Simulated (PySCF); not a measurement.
**Basis-set dependence of Li₂⁺ at CCSD**

PySCF, UHF reference; doublet, unpaired electrons σ ↑; De to Li⁺ + Li without counterpoise correction. Frozen cores follow the default of each basis and core potential.

```json
{"basis": "STO-3G", "relativity": "no relativity", "functions": "10", "Re (Å)": "3.032", "ωe (cm⁻¹)": "314", "De (eV)": "1.51", "frozen orbitals": "0"}
{"basis": "aug-cc-pVDZ", "relativity": "no relativity", "functions": "46", "Re (Å)": "3.148", "ωe (cm⁻¹)": "260", "De (eV)": "1.27", "frozen orbitals": "0"}
{"basis": "cc-pVTZ", "relativity": "no relativity", "functions": "60", "Re (Å)": "3.104", "ωe (cm⁻¹)": "260", "De (eV)": "1.30", "frozen orbitals": "0"}
```

(1) How does each smaller set differ from the one with most functions, cc-pVTZ?

Correlated steps freeze no core orbitals. Correlated levels converge slowly with the basis: in double zeta they bind strong bonds too weakly, by up to about 1 eV, and carry superposition errors of some tenths. STO-3G is very small, so such numbers show the basis as much as the molecule. The state was picked by a PBE0 search and need not be the measured ground state.

Results:

(1) STO-3G: -7.2 pm, +20.8 % in ωe, +0.21 eV in De; aug-cc-pVDZ: +4.4 pm, +0.0 % in ωe, -0.03 eV in De. All at CCSD; the set with most functions is neither the basis-set limit nor always the best.
